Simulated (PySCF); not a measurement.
## Spin-Hamiltonian simulation

Molecule: SMILES C=CC#CCF, C₅H₅F.

Bonds (- single, = double, # triple, : aromatic): C1=C2 1.341 Å, C2-C3 1.422 Å, C3#C4 1.215 Å, C4-C5 1.456 Å, C5-F6 1.371 Å. C1 carries H7, H8; C2 carries H9; C5 carries H10, H11. H7 is cis to C3; H8 is trans to C3.

[PySCF 2.14: B3LYP/pcJ-1 coupling constants (spin–dipole term only in couplings to heteroatoms); shielding tensors at PBE0/pcSseg-1 (GIAO); structure optimised with PBE0-D3(BJ)/def2-SVP; no solvent model; one conformer; rapidly exchanging positions averaged; no relativistic terms]

Shifts are taken against calculated references (same method and geometry level): 1H against TMS.

The 6-spin Hamiltonian (Zeeman plus full scalar coupling among like nuclei) was diagonalised exactly; lines are Lorentzian, 1.0 Hz wide, and the maxima above 3 % are listed with the tallest set to 100.

Peak list at 400 MHz for the spins F6/H7/H8/H9/H10/H11:
```csv
Hz,ppm,height
2445.5,6.114,7
2443.8,6.110,12
2442.2,6.106,7
2432.4,6.081,13
2430.8,6.077,22
2429.3,6.073,13
2426.2,6.066,10
2424.6,6.061,18
2423.0,6.058,10
2419.7,6.049,8
2418.1,6.045,15
2416.5,6.041,9
2413.2,6.033,19
2411.7,6.029,33
2410.2,6.026,19
2400.5,6.001,12
2398.9,5.997,22
2397.2,5.993,13
2339.6,5.849,20
2337.7,5.844,44
2335.6,5.839,50
2333.8,5.834,24
2320.3,5.801,14
2318.5,5.796,30
2316.3,5.791,32
2314.6,5.786,15
2301.1,5.753,21
2299.3,5.748,45
2297.2,5.743,42
2295.2,5.738,19
2288.1,5.720,17
2286.2,5.716,36
2284.0,5.710,35
2282.2,5.705,16
2110.0,5.275,40
2108.3,5.271,100
2106.6,5.266,99
2104.8,5.262,39
2055.1,5.138,40
2053.4,5.134,100
2051.7,5.129,99
2050.0,5.125,39
```

Extract the chemical shifts and coupling constants behind this pattern (give the signs of the calculation).

## Answers


Shifts (ppm): F6 -244.3, H7 5.82, H8 5.73, H9 6.05, H10/H11 5.20.
Couplings (Hz): F6–H7: -0.4; F6–H8: 0.2; F6–H9: 12.8; F6–H10, F6–H11: 54.9; H7–H8: 2.2; H7–H9: 19.2; H7–H10, H7–H11: -1.8; H8–H9: 13.3; H8–H10, H8–H11: -1.8; H9–H10, H9–H11: 1.7; H10–H11: -19.2.
These are the parameters used. A line list fixes at most the relative signs, and those only where coupling is strong; other parameter sets or atom labellings may fit too, and couplings well below the line width leave little trace.

Unscaled 3J(H,H) at this level run about 10 % above measured values.
